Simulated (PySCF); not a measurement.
**MP2/STO-6G run of [BCl2]+ (SMILES Cl[B+]Cl)**

What is the vertical singlet–triplet gap of [BCl2]+ at MP2/STO-6G? 

The calculation is run with PySCF 2.14.0.

8 further runs of the same task are left out: 8 set aside as unsound or not needed.

### Step 1. Starting point

[BCl2]+: 3 atoms, total charge +1, spin state singlet. As SMILES, `Cl[B+]Cl`. The shape is that of a GFN2-xTB optimisation.

Bond lengths: Cl1–B2 1.572 Å, B2–Cl3 1.572 Å. Angles: Cl1–B2–Cl3 179.8°.

### Step 2. A single-point energy at MP2/STO-6G

File job.py:

```python
from pyscf import gto, scf, mp

mol = gto.M(
    atom='''
Cl    -2.340199     1.448437    -1.117395
B      0.001398     0.002570     0.001039
Cl     2.338801    -1.451007     1.116337
''',
    max_memory=1860,
    verbose=3,
    basis='sto-6g',
    unit='bohr',
    charge=1,
)

mf = scf.RHF(mol)
mf.conv_tol = 1e-10
mf.kernel()
if not mf.converged:
    mf = mf.newton().run(mf.mo_coeff, mf.mo_occ)

pt = mp.MP2(mf, frozen=11).run()
e_tot = pt.e_tot
print('E(%s) = %.9f' % ('MP2', e_tot))
```

The run is started by

```console
$ OMP_NUM_THREADS=1 python job.py
```

What it wrote:

```text
converged SCF energy = -940.330010053283
E(RMP2) = -940.406392767094  E_corr = -0.0763827138111133
E(SCS-RMP2) = -940.404300722397  E_corr = -0.0742906691140033
E(MP2) = -940.406392767
```

Run time: 0.99 s. Hardware: 1 thread of Arm Neoverse V1, shared host; peak memory 0.12 GiB.

### Step 3. The triplet, same level

File calc.py:

```python
from pyscf import gto, scf, mp

mol = gto.M(
    atom='''
Cl    -1.238380     0.766480    -0.591300
B      0.000740     0.001360     0.000550
Cl     1.237640    -0.767840     0.590740
''',
    max_memory=1860,
    spin=2,
    basis='sto-6g',
    charge=1,
    verbose=4,
)

mf = scf.UHF(mol)
mf.conv_tol = 1e-10
mf.kernel()
if not mf.converged:
    mf = mf.newton().run(mf.mo_coeff, mf.mo_occ)

pt = mp.MP2(mf, frozen=11).run()
e_tot = pt.e_tot
print('Final energy', e_tot)
```

The run is started by

```console
$ OMP_NUM_THREADS=1 python calc.py
```

What it wrote:

```text
PySCF version 2.14.0

[INPUT] num. atoms = 3
[INPUT] num. electrons = 38
[INPUT] charge = 1
[INPUT] spin (= nelec alpha-beta = 2S) = 2
[INPUT] symmetry False subgroup None
[INPUT] Mole.unit = angstrom
[INPUT] Symbol           X                Y                Z      unit          X                Y                Z       unit  Magmom
[INPUT]  1 Cl    -1.238380000000   0.766480000000  -0.591300000000 AA   -2.340199038139   1.448437279957  -1.117395057455 Bohr   0.0
[INPUT]  2 B      0.000740000000   0.001360000000   0.000550000000 AA    0.001398397332   0.002570027529   0.001039349369 Bohr   0.0
[INPUT]  3 Cl     1.237640000000  -0.767840000000   0.590740000000 AA    2.338800640807  -1.451007307486   1.116336810826 Bohr   0.0

nuclear repulsion = 105.883521913253
number of shells = 13
number of NR pGTOs = 138
number of NR cGTOs = 23
basis = sto-6g
ecp = {}

******** <class 'pyscf.scf.uhf.UHF'> ********
method = UHF
initial guess = minao
damping factor = 0
level_shift factor = 0
DIIS = <class 'pyscf.scf.diis.CDIIS'>
diis_start_cycle = 1
diis_space = 8
diis_damp = 0
SCF conv_tol = 1e-10
SCF conv_tol_grad = None
SCF max_cycles = 50
direct_scf = True
direct_scf_tol = 1e-13
number electrons alpha = 20  beta = 18
Set gradient conv threshold to 1e-05
init E= -940.950192284672

[... the frontier-level lines of each cycle are left out ...]
[... 1 line left out ...]
[... 1 line left out ...]
[... 62 lines left out ...]
converged SCF energy = -940.061634917106  <S^2> = 2.0059991  2S+1 = 3.0039967
[... 1 line left out ...]
******** <class 'pyscf.mp.ump2.UMP2'> ********
nocc = (np.int64(9), np.int64(7)), nmo = (12, 12)
frozen orbitals 11
E(UMP2) = -940.114882897463  E_corr = -0.0532479803572413
E(SCS-UMP2) = -940.112962352956  E_corr = -0.0513274358499083
E_corr(same-spin) = -0.0145040083601322
E_corr(oppo-spin) = -0.0387439719971091
Final energy -940.1148828974633
```

Wall time 1 s (1 thread of Arm Neoverse V1, shared host); peak memory 0.12 GiB.

### Step 4. Outcome

Level: MP2/STO-6G, 11 core orbitals frozen.

| quantity | value |
| --- | --- |
| singlet: total energy | -940.40639 Eh |
| singlet: HOMO energy (Hartree–Fock orbitals) | -20.58 eV |
| singlet: LUMO energy (Hartree–Fock orbitals) | -3.56 eV |
| singlet: HOMO–LUMO gap (Hartree–Fock orbitals) | 17.02 eV |
| singlet: correlation energy (11 core orbitals frozen) | -76.4 mEh |
| triplet: total energy | -940.11488 Eh |
| triplet: HOMO energy (Hartree–Fock orbitals) (highest over α and β) | -13.87 eV |
| triplet: LUMO energy (Hartree–Fock orbitals) (lowest over α and β) | -11.54 eV |
| triplet: correlation energy (11 core orbitals frozen) | -53.2 mEh |
| triplet: ⟨S²⟩ of the reference determinant | 2.006 |
| vertical energy of the triplet above the singlet | 7.932 eV |

In words: At this shape the triplet lies 7.93 eV (183 kcal/mol) above the singlet. In a minimal basis such a difference can be off by several eV, whatever the method.
